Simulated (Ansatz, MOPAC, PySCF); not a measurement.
Dissociation curve of LiH, singlet.

Computed with: PM3, restricted, heats of formation (MOPAC); RKS-B3LYP/LANL2DZ = restricted B3LYP/LANL2DZ (PySCF); UKS-B3LYP/LANL2DZ = unrestricted B3LYP/LANL2DZ in PySCF; FCI = full CI/cc-pVDZ, frozen core in Ansatz (an electronic-structure program).

Energies relative to the lowest point of each curve near equilibrium, in eV:

```csv
R / Å,PM3,RKS-B3LYP/LANL2DZ,UKS-B3LYP/LANL2DZ
1.29,0.229,0.516,0.516
1.51,0.003,0.042,0.042
1.53,0.000,0.027,0.027
1.70,0.082,0.018,0.018
1.76,0.148,0.054,0.054
1.86,0.289,0.144,0.144
1.98,0.490,0.287,0.287
2.61,1.768,1.242,1.242
2.90,2.363,1.662,1.637
3.19,2.902,2.036,1.913
4.70,4.638,3.279,2.447
5.60,5.095,3.635,2.494
```

Q: Estimate the FCI values at these points.

A: 1.29: 0.491; 1.51: 0.040; 1.53: 0.025; 1.70: 0.017; 1.76: 0.051; 1.86: 0.135; 1.98: 0.269; 2.61: 1.136; 2.90: 1.487; 3.19: 1.763; 4.70: 2.225; 5.60: 2.246 (eV).

The restricted form behind PM3, RKS-B3LYP/LANL2DZ keeps the bonding electrons paired and can't separate into open-shell fragments. The unrestricted determinant behind UKS-B3LYP/LANL2DZ is spin-contaminated at 2.90 to 6.30 Å (<S²> up to 1.0, against 0.00 for a pure singlet).
